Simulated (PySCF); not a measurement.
## The potential of point charges around `FP(F)P(F)F`

Species: `FP(F)P(F)F`. Coordinates (PBE0-D3(BJ)/def2-SVP, Å) and charges (e) from the PBE0/pcSseg-1 density (PySCF):

```csv
atom,x,y,z,Mulliken,IAO,Hirshfeld,ESP-fitted
F1,-1.239,-0.978,-1.285,-0.3914,-0.4759,-0.1542,-0.1117
P2,-0.483,-1.025,0.142,+0.7819,+0.9515,+0.3085,+0.2211
F3,-1.678,-0.462,1.073,-0.3908,-0.4761,-0.1543,-0.1087
P4,0.487,1.014,-0.141,+0.7817,+0.9524,+0.3082,+0.2137
F5,1.281,0.976,1.264,-0.3903,-0.4760,-0.1544,-0.1068
F6,1.656,0.444,-1.099,-0.3910,-0.4760,-0.1539,-0.1077
```

Points outside the species (Å): A (1.4, -2.2, 1.6); B (0.0, 6.4, 5.7); C (2.0, -0.9, -5.1).

Q: Find the potential V = 14.3996 V·Å × Σ q/r of each set of charges at these points.

A: In volts:

```
point  nearest atom  distance (Å)  Mulliken     IAO  Hirshfeld  ESP-fitted
    A            P2          2.66    +1.032  +1.254     +0.406      +0.294
    B            F5          7.12    +0.008  +0.009     +0.003      +0.002
    C            F6          4.23    -0.102  -0.124     -0.040      -0.030
```

Q: How far are the other sets from the ESP-fitted one at these points?

A: Root-mean-square difference: Hirshfeld 0.065 V, Mulliken 0.428 V, IAO 0.557 V. The ESP scheme fits charges at the nuclei, held to the total charge, to the electrostatic potential on points at 1.4 to 2.0 times the van der Waals radii.

Q: What energy would a point charge of -2 e have at A in the field of the ESP charges, leaving out polarisation?

A: -0.589 eV = -56.8 kJ/mol, an attraction.

Geometry: PBE0-D3(BJ)/def2-SVP, one conformer, isolated molecule.

These values come from a run that also computed NMR shieldings. Time: 8.2 s of wall time (with the writing of density and orbital grids); peak memory 0.71 GiB. Hardware: an Arm Neoverse V2 with one thread, shared host with 32 logical CPUs at a one-minute load of 25.

Shape of the structure used: `[F:1][P:2]([F:3])[P:4]([F:5])[F:6]`: F1–P2–P4–F5 -179°.
